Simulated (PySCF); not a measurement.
**diketocyclobutene: 4 charge schemes on one density**

Species: diketocyclobutene, C4H2O2.
Structure used (GFN2-xTB), in Å, numbered top down from 1:
```
atom  x, y, z in Å
O1    -1.5829    1.6174    0.0225
C2    -0.7412    0.7748    0.0085
C3    -0.7072   -0.7183    0.0289
C4     0.6412   -0.7803   -0.0113
C5     0.8104    0.7034   -0.0383
O6     1.7250    1.4653   -0.0780
H7    -1.4828   -1.4614    0.0632
H8     1.3465   -1.5915   -0.0201
```

Density: PBE0/pcSseg-1 (PySCF); schemes: Mulliken, IAO, Hirshfeld and ESP-fitted. Geometry: GFN2-xTB; no solvent, vibrations or thermal averaging.

Do the Mulliken, IAO, Hirshfeld and ESP-fitted schemes agree on where the charge is highest?

All schemes pick atoms of one kind: Mulliken C2 and C5 (+0.268); IAO C2 and C5 (+0.320); Hirshfeld C2 and C5 (+0.141); ESP-fitted C5 (+0.433).

For which atoms does the sign change between the 4 schemes (beyond +0.03 e in one, beyond −0.03 e in another)?

For none.

At which atom do the 4 schemes differ most?

At C5: from +0.141 (Hirshfeld) to +0.433 e (ESP-fitted), 0.292 e apart.

Tabulate the Mulliken, IAO, Hirshfeld and ESP-fitted charges.

In e:

| atom | environment | Mulliken | IAO | Hirshfeld | ESP-fitted |
| --- | --- | --- | --- | --- | --- |
| O1 | carbonyl oxygen | -0.303 | -0.354 | -0.215 | -0.421 |
| C2 | ring carbonyl carbon | +0.268 | +0.320 | +0.141 | +0.428 |
| C3 | unsaturated ring CH carbon | -0.082 | -0.150 | -0.006 | -0.195 |
| C4 | unsaturated ring CH carbon | -0.082 | -0.150 | -0.006 | -0.195 |
| C5 | ring carbonyl carbon | +0.268 | +0.320 | +0.141 | +0.433 |
| O6 | carbonyl oxygen | -0.303 | -0.354 | -0.215 | -0.423 |
| H7 | hydrogen on C3 | +0.117 | +0.183 | +0.080 | +0.186 |
| H8 | hydrogen on C4 | +0.117 | +0.183 | +0.080 | +0.186 |

Mean size of the charges over all atoms: ESP-fitted 0.308 e, IAO 0.252 e, Mulliken 0.192 e, Hirshfeld 0.110 e. Each set sums to the total charge, 0, to within 0.001 e. The ESP scheme fits charges at the nuclei, held to the total charge, to the electrostatic potential on points at 1.4 to 2.0 times the van der Waals radii.

How many electrons does the Mulliken scheme count on C4?

Z − q = 6 − (-0.082) = 6.082.

Sum the charges by element.

```json
{"element": "O", "atoms": "2", "Mulliken": "-0.606", "IAO": "-0.707", "Hirshfeld": "-0.430", "ESP-fitted": "-0.843"}
{"element": "C", "atoms": "4", "Mulliken": "+0.373", "IAO": "+0.340", "Hirshfeld": "+0.271", "ESP-fitted": "+0.471"}
{"element": "H", "atoms": "2", "Mulliken": "+0.233", "IAO": "+0.367", "Hirshfeld": "+0.159", "ESP-fitted": "+0.372"}
```

These values come from a run that also computed NMR shieldings. The run took 6.1 s of wall time on x86-64 server, one thread, on a shared host.
